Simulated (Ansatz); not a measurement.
The input, for Ansatz 0.2.0:

```yaml
crystal:
  periodic: [false, false, false]
  atoms:
    - {symbol: B, position_ang: [0.000000, 0.000000, 0.000000]}
    - {symbol: B, position_ang: [0.000000, 0.000000, 1.561787]}
basis:
  gaussian: {orbitals: cc-pVDZ, fitting: {mean_field: def2-universal-jkfit}}
magnetization: {spin_polarized: false, initial_magnetization: 2}
correlation: {active_space: {window: {electrons: 2, orbitals: 5}, fixed_orbitals: true}}
scf: {lower_state_search: full}
```

```sh
$ ansatz run in.yaml --threads 1 --pin off --events-out ev --progress --plain --max-ram 2393MiB
```

Output:

```
150 factors; integrals over basis functions are off by at most 3.9e-2 eV
mean field evaluation 1: about -1335.2528 eV, gradient 5.6e0 eV
mean field evaluation 2: about -1335.5359 eV, gradient 2.2e0 eV
mean field evaluation 4: about -1335.5668 eV, gradient 1.0e-1 eV
mean field evaluation 8: about -1335.5904 eV, gradient 3.1e-1 eV
mean field evaluation 16: about -1335.9829 eV, gradient 2.6e-2 eV
mean field evaluation 32: about -1335.4746 eV, gradient 4.7e0 eV
mean field evaluation 64: about -1335.9780 eV, gradient 2.1e-1 eV
mean field evaluation 96: about -1335.4218 eV, gradient 4.1e-5 eV
mean field evaluation 128: about -1295.4410 eV, gradient 7.7e1 eV
mean field evaluation 160: about -1335.7871 eV, gradient 1.6e0 eV
mean field -1335.98293585 eV, -49.0964673309 hartree, gradient 1.7e-6 eV, S^2 2.000000; 21 other end points of the search recorded, 0 dependent functions left out
reference -1335.98293585 eV, -49.0964673309 hartree; 6, 4 occupied and 22, 24 virtual orbitals, 150 factors
state -1335.98293585 eV, -49.0964673309 hartree
Total energy: -1335.98293585 eV, -49.0964673309 hartree
```

Natural occupations: 1.0000 1.0000 0.0000 0.0000 0.0000.

Ran on 1 thread of Intel Xeon Platinum 8375C, shared host: 0.42 s wall, 0.19 GiB peak host memory.
